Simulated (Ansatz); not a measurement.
# doublet CH2BN+ at 6 levels

Wanted: a comparison of 6 runs (U-wB97M-V/def2-TZVP, UBHLYP/def2-TZVP, UBLYP/def2-TZVP, UHSE06/def2-TZVP, RPA@PBE/def2-TZVP, UBCCD(T)/def2-TZVP) of doublet CH2BN+. 

The results are computed with Ansatz 0.2.0.

65 further runs of the same task are left out: 65 set aside as unsound or not needed. Runs told in other sessions of the task aren't counted.

## 1. The structure to begin with

CH2BN+ has 5 atoms, charge +1, and is taken as a doublet. SMILES of the parent species: `BC#N`. Geometry: relaxed at PBE0-D4/def2-TZVP. That shape belongs to the parent species and isn't relaxed for this state.

Bond lengths: B1–C2 1.522 Å, C2–N3 1.154 Å, B1–H4 1.189 Å, B1–H5 1.189 Å. Angles: B1–C2–N3 180.0°, C2–B1–H4 118.9°, C2–B1–H5 118.9°, H4–B1–H5 122.2°.

## 2. The energy at U-wB97M-V/def2-TZVP (run 1)

in.yaml

```yaml
crystal:
  periodic: [false, false, false]
  atoms:
    - {symbol: B, position_ang: [-0.219200, 0.441300, -0.341900]}
    - {symbol: C, position_ang: [0.352700, -0.696700, 0.490700]}
    - {symbol: "N", position_ang: [0.786500, -1.559600, 1.122200]}
    - {symbol: H, position_ang: [-0.744300, 0.187400, -1.377600]}
    - {symbol: H, position_ang: [-0.125900, 1.554000, 0.065300]}
basis:
  gaussian:
    orbitals: def2-TZVP
total_charge: 1
magnetization:
  spin_polarized: true
  initial_magnetization: 1
accuracy: high
output: {orbitals: {seedname: orbitals}}
hamiltonian:
  xc: {name: wB97M-V}
```

Command:

```
$ ansatz run in.yaml --threads 1 --pin off --max-ram 3480MiB --events-out events.jsonl --progress --plain --runs-dir runs
```

What it wrote:

```text
Warning: RAYON_NUM_THREADS=1 ignored (pool sized by the plan → 1); use --threads N
Functional definition: wB97M-V
  name "wB97M-V"
  parameter omega = 0.3/bohr
  parameter cx = 0.15
  parameter cx01 = 1.007
  parameter cx10 = 0.259
  parameter css00 = 0.443
  parameter css04 = -1.437
  parameter css10 = -4.535
  parameter css20 = -3.390
  parameter css43 = 4.278
  parameter cos00 = 1.000
  parameter cos10 = 1.358
  parameter cos20 = 2.924
  parameter cos21 = -8.812
  parameter cos60 = -1.390
  parameter cos61 = 9.142
  parameter b = 6.0
  parameter c = 0.01
  gx(w, u) = 1 - cx + cx01*u + cx10*w
  gss(w, u) = css00 + css04*u^4 + css10*w + css20*w^2 + css43*w^4*u^3
  gos(w, u) = cos00 + cos10*w + (cos20 + cos21*u)*w^2 + (cos60 + cos61*u)*w^6
  exchange = spin_sum(e_x_unif_sr(omega)*gx(b97_w, b97_u_x)) + cx*exact_x_sr(omega) + exact_x_lr(omega)
  correlation = spin_sum(e_c_pw_mod_same_spin*gss(b97_w, b97_u_same))
      + integral(e_c_pw_mod_opposite_spin*gos(b97_w_opposite, b97_u_opposite)) + vv10(b, c)
1710 factors; integrals over basis functions are off by at most 3.6e-9 eV
301 factors; integrals over basis functions are off by at most 1.4e-9 eV
mean field evaluation 1: about -3212.7545 eV, gradient 4.2e1 eV
mean field evaluation 2: about -3186.8200 eV, gradient 7.7e1 eV
mean field evaluation 4: about -3221.3850 eV, gradient 4.8e0 eV
mean field evaluation 8: about -3222.0259 eV, gradient 4.3e-1 eV
mean field evaluation 16: about -3222.1320 eV, gradient 4.7e-3 eV
mean field evaluation 32: about -3222.1320 eV, gradient 1.4e-6 eV
mean field -3222.13199378 eV, -118.4111667320 hartree, gradient 7.6e-8 eV, S^2 0.762419; 4 other end points of the search recorded, 0 dependent functions left out
reference -3222.13199809 eV, -118.4111668902 hartree; 10, 9 occupied and 95, 96 virtual orbitals, 1710 factors
Total energy: -3222.13199809 eV, -118.4111668902 hartree
```

It took 64 s on 1 thread of Arm Neoverse V2, shared host; peak memory 0.66 GiB.

## 3. The energy at UBHLYP/def2-TZVP (run 2)

run.yaml

```yaml
basis:
  gaussian: {orbitals: def2-TZVP}
crystal:
  periodic: [false, false, false]
  atoms:
    - {symbol: B, position_ang: [-0.219200, 0.441300, -0.341900]}
    - {symbol: C, position_ang: [0.352700, -0.696700, 0.490700]}
    - {symbol: "N", position_ang: [0.786500, -1.559600, 1.122200]}
    - {symbol: H, position_ang: [-0.744300, 0.187400, -1.377600]}
    - {symbol: H, position_ang: [-0.125900, 1.554000, 0.065300]}
total_charge: 1
magnetization: {spin_polarized: true, initial_magnetization: 1}
hamiltonian: {xc: {name: BHLYP}}
accuracy: high
output: {orbitals: {seedname: orbitals}}
```

Command:

```
$ ansatz run run.yaml --threads 1 --pin off --max-ram 3480MiB --events-out events.jsonl --progress --plain --runs-dir runs
```

What it wrote:

```text
Warning: RAYON_NUM_THREADS=1 ignored (pool sized by the plan → 1); use --threads N
Functional definition: BHLYP
  name "BHLYP"
  parameter a = 0.5
  exchange = (1 - a)*b88_x + a*exact_x
  correlation = lyp_c
1710 factors; integrals over basis functions are off by at most 3.6e-9 eV
mean field evaluation 1: about -3212.4096 eV, gradient 4.1e1 eV
mean field evaluation 2: about -3175.3353 eV, gradient 8.5e1 eV
mean field evaluation 4: about -3220.8875 eV, gradient 6.6e0 eV
mean field evaluation 8: about -3221.6182 eV, gradient 5.6e-1 eV
mean field evaluation 16: about -3221.7022 eV, gradient 1.1e-2 eV
mean field evaluation 32: about -3221.7022 eV, gradient 5.0e-7 eV
mean field -3221.70216145 eV, -118.3953706850 hartree, gradient 8.8e-8 eV, S^2 0.764316; 4 other end points of the search recorded, 0 dependent functions left out
reference -3221.70218552 eV, -118.3953715696 hartree; 10, 9 occupied and 95, 96 virtual orbitals, 1710 factors
Total energy: -3221.70218552 eV, -118.3953715696 hartree
```

Run time: 11 s. Hardware: 1 thread of Arm Neoverse V2, shared host; peak memory 0.31 GiB.

Runs 3 to 5 aren't shown in full; the table further down has their settings and results.

## 4. The energy at UBCCD(T)/def2-TZVP (run 6)

in.yaml

```yaml
crystal:
  periodic: [false, false, false]
  atoms:
    - {symbol: B, position_ang: [-0.219200, 0.441300, -0.341900]}
    - {symbol: C, position_ang: [0.352700, -0.696700, 0.490700]}
    - {symbol: N, position_ang: [0.786500, -1.559600, 1.122200]}
    - {symbol: H, position_ang: [-0.744300, 0.187400, -1.377600]}
    - {symbol: H, position_ang: [-0.125900, 1.554000, 0.065300]}
basis:
  gaussian:
    orbitals: def2-TZVP
total_charge: 1
magnetization:
  spin_polarized: true
  initial_magnetization: 1
correlation:
  method: bccd_t
  frozen_orbitals: {B: 1, C: 1, H: 0, "N": 1}
accuracy: high
scf:
  omitted_lower_state_checks: [cluster_reference, increment]
```

Command:

```
$ ansatz run in.yaml --threads 1 --pin off --max-ram 3480MiB --events-out events.jsonl --progress --plain --runs-dir runs
```

What it wrote:

```text
Warning: RAYON_NUM_THREADS=1 ignored (pool sized by the plan → 1); use --threads N
[... 14 lines left out ...]
3 core orbitals not correlated: weight in the atoms' cores, before any rotation towards them, 1.000 or more for the frozen orbitals, at most 0.000 for the correlated occupied ones
[... 38 lines left out ...]
Total energy: -3215.99939298 eV, -118.1857978092 hartree
Checks for a lower state left out: cluster_reference, increment
```

It took 91 s on 1 thread of Arm Neoverse V2, shared host; peak memory 2.2 GiB.

## 5. Overview of the runs

```
run                level  frozen core orbitals  energy (Eh)  HOMO energy (eV)  LUMO energy (eV)   ⟨S²⟩  wall time
  1  U-wB97M-V/def2-TZVP                     –  -118.411167            -20.42            -12.83  0.762       64 s
  2     UBHLYP/def2-TZVP                     –  -118.395372            -19.33            -13.72  0.764       11 s
  3      UBLYP/def2-TZVP                     –  -118.440929            -16.49            -15.67  0.754      9.9 s
  4     UHSE06/def2-TZVP                     –  -118.299675            -18.01            -15.25  0.761      9.9 s
  5    RPA@PBE/def2-TZVP                     3  -118.398216                 –                 –  0.754       17 s
  6   UBCCD(T)/def2-TZVP                     3  -118.185798                 –                 –  0.782       91 s
```

## 6. What came out

| quantity | value |
| --- | --- |
| run 6: total energy | -118.18580 Eh |
| run 6: correlation energy (3 core orbitals frozen) | -412.5 mEh |
| run 6: (T) correction | -20.71 mEh |
| run 6: ⟨S²⟩ of the reference determinant | 0.782 |

**Reading.** Totals of different functionals can't be ranked against each other. All runs together took 3.4 min, the longest 91 s.
